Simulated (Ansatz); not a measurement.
C3H6O2 can be A, `COCC=O`, or B, `OCC1CO1`.

Computed with Ansatz on PBE0-D4/def2-TZVP structures; ΔE is electronic, products minus reactants. CCSD(T)/CBS adds triple-zeta CCSD(T) − MP2 to the extrapolated MP2 energy (def2 sets, frozen cores). DFT in def2-TZVPP. One conformer a species, not always the lowest.

A:

Z-matrix (Å, degrees):
```
C
O 1 1.406
H 1 1.089 2 107.4
H 1 1.098 2 111.1 3 119.3
H 1 1.098 2 112.1 3 -119.3
C 2 1.396 1 112.5 3 179.4
C 6 1.513 2 112.8 1 -76.4
H 6 1.096 2 107.3 1 166.1
H 6 1.099 2 112.7 1 47.8
O 7 1.198 6 124.0 2 164.0
H 7 1.113 6 114.1 2 -18.0
```

B:

```xyz
11

O    -0.207    1.284    1.684
C    -0.725    0.411    0.707
C     0.344   -0.451    0.112
C     0.352   -0.790   -1.306
O     1.211    0.218   -0.800
H     0.472    1.819    1.261
H    -1.470   -0.211    1.211
H    -1.230    0.963   -0.098
H     0.862   -1.108    0.809
H     0.846   -1.700   -1.636
H    -0.454   -0.435   -1.944
```

(1) Which is lower in electronic energy at CCSD(T)/CBS, and by how much? (Estimate.)

(2) Give E(B) − E(A) in kcal/mol with BLYP-D4, CCSD/def2-TZVPP, PBE0-D4, HF/def2-TZVPP, MP2/def2-TZVPP, CCSD(T)/def2-SVP, PBE-D4. (Estimate.)

(3) Does the order hold for the free energy at 298.15 K (harmonic terms from PBE0-D4)? (Estimate.)

Largest T1 diagnostic: 0.013.

Results:

(1) The calculation gave: A, by 8.4 kcal/mol.

(2) Computed: BLYP-D4 13.3, CCSD/def2-TZVPP 9.5, PBE0-D4 6.7, HF/def2-TZVPP 15.2, MP2/def2-TZVPP 7.1, CCSD(T)/def2-SVP 13.6, PBE-D4 7.7. None reverses the order clearly.

(3) The calculation gave: Yes: G(B) − G(A) = +10.6 kcal/mol, for one conformer each.

From r2SCAN to r2SCAN0 (25 % exact exchange), in def2-TZVPP and without D4, E(B) − E(A) moves by −1.1 kcal/mol. In def2-TZVPP, CCSD(T) changes the Hartree–Fock value by −5.9 kcal/mol (the triples alone add −0.2 kcal/mol) and MP2 by −8.1 kcal/mol.
